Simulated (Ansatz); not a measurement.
A made-up structure of CH₄AlSi, doublet:

Al1  (-1.076, 0.455, 0.055)
C2  (0.533, 0.297, 0.085)
Si3  (0.765, -1.261, -0.238)
H4  (-2.094, -0.884, -0.269)
H5  (-1.403, 1.848, 0.336)
H6  (1.313, 1.133, 0.294)
H7  (1.962, -1.588, -0.262)
(Å)

It is relaxed with PBE-D4/def2-SVP and then PBE0-D4/def2-TZVP (Ansatz 0.2.0). Atoms count as bonded within 1.22 times the sum of their covalent radii (H–H: 0.88 Å). The end point is not checked to be a true minimum.

Question: Does its bonding change? (A judgement: the text doesn't fix the answer.)

Answer: The calculation gives: Yes. Formed: none; broken: Al1–Si3.

Where it ends: The first stage lowers the energy by 3.31 eV in 10 steps. It ends as CH₄AlSi ([AlH2][CH][SiH]):
| atom | x (Å) | y (Å) | z (Å) |
| --- | --- | --- | --- |
| Al1 | -1.2975 | 0.6123 | 0.0791 |
| C2 | 0.5712 | 0.2253 | 0.0699 |
| Si3 | 1.0501 | -1.3839 | -0.2540 |
| H4 | -2.2844 | -0.5989 | -0.2185 |
| H5 | -1.8620 | 2.0677 | 0.3680 |
| H6 | 1.3535 | 0.9614 | 0.2585 |
| H7 | 2.4691 | -1.8839 | -0.3030 |

Labels in which every atom is bracketed show which atoms are joined, not bond orders.

For scale, one of the runs: PBE0-D4/def2-TZVP relaxation, 129 basis functions, launched by `ansatz run in.yaml --threads 2 --pin off --events-out ev --progress --plain --max-ram 4352MiB`. Hardware: 2 CPU threads of an Intel Xeon Platinum 8259CL, shared host. Wall time about 57 s.
